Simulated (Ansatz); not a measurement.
Diamond, treated with PBE (Ansatz, a first-principles code, PAW).

Numerical settings: plane-wave cutoff 500 eV, 18×18×18 k mesh, Fermi–Dirac smearing 0.05 eV, scalar-relativistic PAW data made under PBE.

Cell (relaxed at this level):

```
C
1.0
    0.00000     1.78582     1.78582
    1.78582     0.00000     1.78582
    1.78582     1.78582     0.00000
C
2
Direct
  0.50000   0.50000   0.50000
  0.75000   0.75000   0.75000
```

What does this level give for the band gap?


- band gap = 4.15 eV (on the SCF k mesh)

Measured, for comparison: band gap 5.48 eV (low temperature, zero-point motion not removed; as tabulated in arXiv:1206.3780). Computed (rounded) less measured: band gap -1.33 eV.

The computed numbers hold no vibrational or temperature effects.

The result took very roughly 10 core-seconds.
